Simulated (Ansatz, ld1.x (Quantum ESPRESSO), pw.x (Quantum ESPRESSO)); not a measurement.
**phosphorus: does the RRKJ potential hold in the solid?**

```
Element                 : P (Z = 15)
Generator               : ld1.x (Quantum ESPRESSO) 7.5
Type                    : norm-conserving RRKJ (Kleinman–Bylander form)
Functional              : PBEsol
Relativity              : scalar-relativistic
Frozen core             : [Ne]
Valence charge          : 5
Reference configuration : 3s2 3p3
Partial waves           : 3p (bound): rc 1.50 bohr; 3d channel at 0.3 Ry: rc 1.70 bohr; 3s (bound): rc 1.60 bohr
Local potential         : the s channel
Core correction         : a·sin(br)/r model core inside 1.55 bohr
rho0                    : 0.001
```

Atomic tests: cutoffs needed: 30 Ry and 50 Ry (the cutoffs (Ry, on a coarse ladder) from which the occupation-weighted sum of valence levels, in a spherical-Bessel basis at the reference potential, stays within 10 and 1 mRy of its value at 400 Ry); ghost test: no extra level below or beside the all-electron valence levels (p, d, s, f tested) (spherical-Bessel basis up to 400 Ry, 20 bohr box); largest excitation error: +150 meV (all-electron minus pseudo) for 3s1 3p0, out of 7 test configurations.

Crystal test: sc P in pw.x 7.5, no spin, 13³ k-points, Fermi–Dirac smearing 0.01 Ry, cutoffs 60/240 Ry. The reference is all-electron LAPW (Ansatz 0.2.0) with the same functional, mesh and smearing; V0 and B0 come from Birch–Murnaghan fits to the pressures at five volumes. Errors are pseudo minus all-electron; Δ is the rms difference of the E(V) curves that follow from these fits, minima aligned, over ±6 % about the mean V0. Mesh and smearing are coarse, so the numbers serve the comparison and aren't converged zero-temperature values; the lattice is a test structure that the element need not adopt.

All-electron: a0 = 2.423 Å (V0 = 14.23 Å³/atom), B0 = 126.4 GPa.

**Question.** How far does the potential miss the all-electron equation of state?

**Answer.** mean pressure error (GPa): -0.19; a0 (Å): 2.422; a0 error (%): -0.05; B0 error (%): +0.4; Δ (meV/atom): 0.6.

```
V (Å³/atom)  P all-electron (GPa)  P pseudo (GPa)
     13.496                  7.35            7.17
     13.851                  3.64            3.44
     14.206                  0.21            0.01
     14.561                 -2.83           -3.01
     14.916                 -5.44           -5.60
```

**Question.** At the middle volume, how do free energy and pressure move when the wave cutoff is lowered (ecutrho kept at four times it)?

**Answer.**

```
cutoff (Ry)  shift of F (meV/atom)  shift of P (GPa)
         27                 +133.9             -1.56
         36                  +56.8             -2.02
         48                   +5.9             -0.50
```

Input at the middle volume:

```
&control
  calculation='scf', prefix='x', pseudo_dir='./', outdir='./tmp', tstress=.true., disk_io='low'
/
&system
  ibrav=0, nat=1, ntyp=1, ecutwfc=60, ecutrho=240, nbnd=9,
  occupations='smearing', smearing='fd', degauss=0.01
/
&electrons
  conv_thr=1e-09, mixing_beta=0.4, electron_maxstep=70
/
ATOMIC_SPECIES
P 1.0 P.UPF
CELL_PARAMETERS angstrom
  2.42190593 0.00000000 0.00000000
  0.00000000 2.42190593 0.00000000
  0.00000000 0.00000000 2.42190593
ATOMIC_POSITIONS crystal
P 0.0000 0.0000 0.0000
K_POINTS automatic
13 13 13 0 0 0
```

```bash
pw.x < P.scf.in > P.scf.out
```

Lines of the output:

```
Message from routine setup:
     using ibrav=0 with symmetry is DISCOURAGED, use correct ibrav instead
     lattice parameter (alat)  =       4.5767  a.u.
     unit-cell volume          =      95.8668 (a.u.)^3
     number of electrons       =         5.00
     number of Kohn-Sham states=            9
     kinetic-energy cutoff     =      60.0000  Ry
     charge density cutoff     =     240.0000  Ry
     scf convergence threshold =      1.0E-09
     Exchange-correlation= PBESOL
     number of k points=    84  Fermi-Dirac smearing, width (Ry)=  0.0100
     iteration #  1     ecut=    60.00 Ry     beta= 0.40
     total energy              =     -13.31796362 Ry
     estimated scf accuracy    <       0.00540196 Ry
     iteration #  2     ecut=    60.00 Ry     beta= 0.40
     total energy              =     -13.31777218 Ry
     estimated scf accuracy    <       0.00187304 Ry
     iteration #  3     ecut=    60.00 Ry     beta= 0.40
     total energy              =     -13.31778100 Ry
     estimated scf accuracy    <       0.00000069 Ry
     iteration #  4     ecut=    60.00 Ry     beta= 0.40
     total energy              =     -13.31778120 Ry
     estimated scf accuracy    <       0.00000004 Ry
     iteration #  5     ecut=    60.00 Ry     beta= 0.40
     total energy              =     -13.31778120 Ry
     estimated scf accuracy    <          3.2E-09 Ry
     iteration #  6     ecut=    60.00 Ry     beta= 0.40
     the Fermi energy is    11.4091 ev
!    total energy              =     -13.31778120 Ry
     estimated scf accuracy    <          5.2E-11 Ry
     smearing contrib. (-TS)   =      -0.00123617 Ry
     The total energy is F=E-TS. E is the sum of the following terms:
     one-electron contribution =       5.36333573 Ry
     hartree contribution      =       0.39747254 Ry
     xc contribution           =      -3.57888628 Ry
     ewald contribution        =     -15.49846702 Ry
     convergence has been achieved in   6 iterations
          total   stress  (Ry/bohr**3)                   (kbar)     P=        0.05
```

The run at the middle volume (84 k-points, 6 iterations) took about 5.1 s on one core of a shared host (Neoverse-V1, 32 threads, 247 GiB, load 9).
